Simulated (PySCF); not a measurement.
## Working out the ionisation energy of O

O [He] 2s2 2p4 (3P) → O⁺ [He] 2s2 2p3 (4S). All numbers are calculated (PySCF 2.14, the spin-free X2C one-electron Hamiltonian (Gaussian nucleus), in cc-pVTZ-DK (4s3p2d1f, 30 functions)). Frozen: 1s2. Energies in hartree (1 hartree = 27.21139 eV):

| part | O (lower) | O⁺ (upper) |
| --- | --- | --- |
| UHF | -74.863870 | -74.422858 |
| CCSD correlation | -0.159377 | -0.112746 |
| (T) | -0.002914 | -0.001599 |

Question: What does Hartree-Fock give?

Answer: (-74.422858) − (-74.863870) = 0.441012 hartree = 12.001 eV.

Question: What do CCSD and CCSD(T) give?

Answer: The CCSD correlation energies differ by 0.046631 hartree = 1.269 eV and the triples by 0.001315 hartree = 0.036 eV, so CCSD gives 13.270 eV and CCSD(T) 13.306 eV.

Measured between the centres of the two terms (NIST): 13.608 eV, so CCSD(T) (valence) is off by -0.302 eV.

What remains against the reference includes basis incompleteness, the frozen core and higher excitations.
